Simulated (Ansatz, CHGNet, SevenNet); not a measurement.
## 2H WSe₂: properties by level of theory

Reference values: lattice constant a 3.282 Å (measured, 300 K, no zero-point or thermal correction; as tabulated in arXiv:1605.07067); lattice parameter c 12.96 Å (measured, 300 K, not corrected to a static lattice; as tabulated in arXiv:1605.07067).

```tsv
level (code)	lattice parameter a (Å)	c axis length (Å)
CHGNet-r²SCAN (CHGNet)	(withheld)	13.760
SevenNet-0 (SevenNet)	3.326	14.862
rVV10 (Ansatz)	3.352	(withheld)
r²SCAN (Ansatz)	3.315	(withheld)
r²SCAN-D4 (Ansatz)	(withheld)	(withheld)
```

What belongs in the gaps?


- CHGNet-r²SCAN (CHGNet), lattice parameter a (Å): 3.321
- rVV10 (Ansatz, a program for electronic structure), c axis length (Å): 13.181
- r²SCAN (Ansatz), c axis length (Å): 13.717
- r²SCAN-D4 (Ansatz), lattice parameter a (Å): 3.303
- r²SCAN-D4 (Ansatz), c axis length (Å): 13.224

Differences from the reference values (errors of the level alone only where the reference is corrected to a static lattice):

```json
[
 {"level": "CHGNet-r²SCAN", "lattice constant a (%)": "+1.19", "lattice parameter c (%)": "+6.17"},
 {"level": "SevenNet-0", "lattice constant a (%)": "+1.34", "lattice parameter c (%)": "+14.7"},
 {"level": "rVV10", "lattice constant a (%)": "+2.13", "lattice parameter c (%)": "+1.71"},
 {"level": "r²SCAN", "lattice constant a (%)": "+1.01", "lattice parameter c (%)": "+5.84"},
 {"level": "r²SCAN-D4", "lattice constant a (%)": "+0.64", "lattice parameter c (%)": "+2.04"}
]
```

Nearest: lattice constant a, not ranked (reference at room or unstated temperature); lattice parameter c, not ranked (reference at room or unstated temperature).

Machine-learned potentials (CHGNet-r²SCAN, SevenNet-0) are trained on DFT data, which may include these solids.

Caveats: the cell comes from a level without a dispersion term, which matters for the spacing of layers, chains or molecules (r²SCAN). Ansatz's density-functional and Hartree–Fock values are scalar-relativistic unless marked +SOC, with PAW data made under PBE.

Differences are worked out from the printed values.
